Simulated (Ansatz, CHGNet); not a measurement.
For LiTaO₃ (R3c, No. 161), the machine-learned potential CHGNet 0.3.0 (trained on PBE and PBE+U data) gives:

```
Quantity                Value
-------------------  --------
lattice parameter a   5.210 Å
c axis length        13.958 Å
```

Question: What does PBE-D3(BJ) (plane waves, PAW; Ansatz, an electronic-structure program) give for the same quantities?

Answer: 
- lattice constant a: 5.138 Å (drops by 1.4 %)
- lattice parameter c: 13.831 Å (shrinks by 0.9 %)

Changes are worked out from the printed values.

Unless a cell is named, each level is at its own relaxed cell (CHGNet 0.3.0 10.94, PBE-D3(BJ) 10.54 Å³/atom).

Levels without +SOC leave out spin–orbit coupling, which shifts energies and cells of such heavy elements.

Ansatz's density-functional and Hartree–Fock values are scalar-relativistic unless marked +SOC, with PAW data made under PBE.
